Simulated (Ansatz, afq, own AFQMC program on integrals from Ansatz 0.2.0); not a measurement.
Two steps: Ansatz 0.2.0 writes the Fock matrix and Cholesky factors of the valence space, and afq projects on them the lowest state that overlaps trial and start.

```yaml
crystal:
  periodic: [false, false, false]
  atoms:
    - {symbol: Si, position_ang: [0.000000, 0.000000, 0.000000]}
    - {symbol: C, position_ang: [0.000000, 0.000000, 2.556000]}
basis:
  gaussian: {orbitals: 6-31G}
magnetization: {spin_polarized: false}
correlation: {method: ccsd_t, electrons: outside_noble_gas, hamiltonian_folder: ham}
```

```sh
$ ansatz run in.yaml --threads 1 --pin off --events-out ev --progress --plain --max-ram 24576MiB --backend cuda --devices 0, --max-vram 18GiB
```

Options of the walk:

```
--method phaseless --trial cisd --walkers 4000 --populations 20 --least-time 60 --time-step 0.005 --steps-per-block 50 --equilibration-blocks 40 --max-blocks 4000 --target-error 0.00034 --factor-cut 1e-05 --seed 6714 --release-times 0.24,0.51,0.99,1.62,2.4 --release-step 0.03 --release-every 3 --taylor-order 6
```

Times are imaginary, in 1/Eh. The walk had a cap of 122 s. With eight or more populations the least sampling time is a fifth of least-time, and the error comes from their spread.

Output of the walk:

```
orbitals 16  electrons 4 4  factors 86 of 267
reference energy -326.40610325 Eh
CCSD correlation -0.18228510 Eh in 19 cycles, weight of the determinant in the CISD state 0.5009
energy of the start -326.588370 Eh
 block  time / (1/Eh)  mean weight  energy / Eh
     1     0.250  0.9999  -326.586544
     2     0.500  0.9998  -326.586702
     3     0.750  0.9999  -326.587654
     4     1.000  1.0001  -326.588840
     5     1.250  1.0000  -326.590012
    10     2.500  0.9999  -326.594222
    25     6.250  0.9999  -326.598777
    40    10.000  1.0001  -326.599461
    55    13.750  1.0001  -326.598931
    70    17.500  0.9999  -326.597004
    85    21.250  1.0001  -326.596682
   100    25.000  1.0000  -326.598216
   109    27.250  0.9998  -326.603032
   115    28.750  1.0005  -326.597888
   124    31.000  1.0002  -326.595117
   130    32.500  0.9999  -326.597376
   145    36.250  1.0000  -326.598582
   148    37.000  1.0001  -326.598191
error from the spread of 20 populations
released: time / (1/Eh)  energy / Eh  error  mean overlap
  0.24  -326.598895  0.000352  1.0001
  0.51  -326.599584  0.000309  1.0005
  0.99  -326.601055  0.000293  0.9976
  1.62  -326.602224  0.000351  1.0023
  2.40  -326.602124  0.000418  1.0066
energy -326.598169 +/- 0.000330 Eh
(rows thinned)
```

The run passed its tests (sampling time, drift between the halves within three errors, error under three times the target), which doesn't prove that it has relaxed.

Against this walk (error 9.0 meV) on the same determinant: CCSD(T) 464.2 meV lower, CCSDT(Q) 225.4 meV lower, CCSDTQ 193.8 meV lower, full CI 217.8 meV lower. The error is statistical and leaves out the bias of the constraint. Released to 2.40 1/Eh the energy lies 108 ± 14 meV (both errors) below the phaseless value, which shows part or all of the bias of the constraint, and full CI lies 110.2 meV below the released value. Full CI is exact here, so the walk's 218 meV above it is the walk's own error: the bias of the constraint with this trial. The determinant is a poor start (see the cautions), so the low cluster orders aren't to be relied on, and full CI is the sure value.

Cautions: constraint bias not in the error; higher spins were not checked; restricted determinant unstable towards unrestricted (UHF 2.88 eV lower, ⟨S²⟩ 1.98); strong correlation (T1 0.186, weight of the determinant 0.50, largest double 0.45); (T) is large, 15 % of the CCSD correlation; (Q) is large, 137 meV, so the cluster series hasn't closed; CCSD(T) is in doubt: in a space of 8 electrons in 8 natural orbitals full CI lies 193 meV above it; the CCSDT(Q) amplitudes may be one of several solutions (largest double 0.55); the CCSDTQ amplitudes may be one of several solutions (largest double 0.56); the released energy hasn't reached full CI (110 meV above it at 2.40 1/Eh); the determinant fills πx and πy unequally, so it mixes two states of the linear molecule, and each level undoes that mixture to a different degree, while full CI gives the lower state, and by Hund's rule a triplet of that filling probably lies lower still; CCSDTQ on the UHF determinant differs (253 meV lower), perhaps since the unrestricted series falls towards higher spin.

The walk took 26 s on 1 × NVIDIA H100 80GB HBM3 with 2 threads of AMD EPYC 7R13 Processor (Zen 3), on a shared host (the card was shared). The log's last line is the phaseless energy.

CCSDT and higher add their correlation energy to the determinant of the CCSD(T) run, since their own runs factorise the integrals more tightly (a shift of under 2 meV).
